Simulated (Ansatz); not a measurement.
bcc V was calculated with PBEsol (Ansatz, a quantum-chemistry and plane-wave program, PAW).

Numerical settings: plane-wave cutoff 520 eV, 26×26×26 k mesh, Fermi–Dirac smearing 0.05 eV, no spin polarisation, scalar-relativistic PAW data made under PBE.

Energies at three volumes about the minimum:

```
V (Å³/atom)  E − E_lowest (meV/atom)
-----------  -----------------------
12.700                          3.09
12.959                          0.00
13.218                          3.26
```

Q: Fit a parabola by hand: where is the minimum, what lattice constant follows, and what is the bulk modulus?

A: Slopes: (0.00 − 3.09)/(12.959 − 12.700) = -11.931 and (3.26 − 0.00)/(13.218 − 12.959) = 12.587 meV/Å³. Curvature E″ = 2 × (12.587 − (-11.931))/(13.218 − 12.700) = 94.664 meV/Å⁶. From the middle of the first interval, the slope vanishes at V0 = 12.8295 − (-11.931)/94.664 = 12.956 Å³/atom. B = V0 E″ = 12.956 × 94.664 meV/Å³ × 0.1602 GPa per meV/Å³ = 197 GPa. With 2 atoms in the cube, a = (2 × 12.956)^(1/3) = 2.959 Å. The full Birch–Murnaghan fit to all volumes gives V0 = 12.951 Å³/atom and B0 = 197 GPa.

Measured, for comparison: bulk modulus 161 GPa (corrected for temperature and zero-point phonon effects, our sources range from 159 to 166; as tabulated in Levämäki et al. (2014), arXiv:1402.3671); lattice constant a 3.021 Å (static lattice: zero-point anharmonic expansion removed; as tabulated in Mejia-Rodriguez and Trickey (2018), arXiv:1807.09216). Computed (rounded) less measured: bulk modulus +22 % (+19 % to +24 % over the range).
